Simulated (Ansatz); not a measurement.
System: fcc Cu. Method: PBE0-D3(BJ) (plane waves, PAW; Ansatz, a first-principles code).

Settings: plane-wave cutoff 460 eV, 16×16×16 k mesh, Fermi–Dirac smearing 0.05 eV, no spin polarisation, scalar-relativistic PAW data made under PBE.

Cell (relaxed at this level):

Space group Fm-3m (No. 225); a = 3.5542 Å, b = 3.5542 Å, c = 3.5542 Å, α = 90.00°, β = 90.00°, γ = 90.00°

```
atom  site  symmetry       x       y       z
----  ----  --------  ------  ------  ------
Cu      4a      m-3m  0.0000  0.0000  0.0000
```
(The calculation used a cell of 1 atom; values per cell refer to that cell.)

Problem. What does this level give for the bulk modulus and pressure derivative B′ of the bulk modulus?

Solution. 
- bulk modulus: 159 GPa
- pressure derivative B′ of the bulk modulus: 5.1

Measured, for comparison: bulk modulus 144 GPa (0 K value with the zero-point phonon effect removed, our sources range from 140 to 145; as tabulated in Mejia-Rodriguez and Trickey (2018), arXiv:1807.09216). Computed (rounded) less measured: bulk modulus +10 % (+10 % to +14 % over the range).

Static lattice: no zero-point or thermal effects.

Cost on a shared machine: around 50 core-minutes (rough).
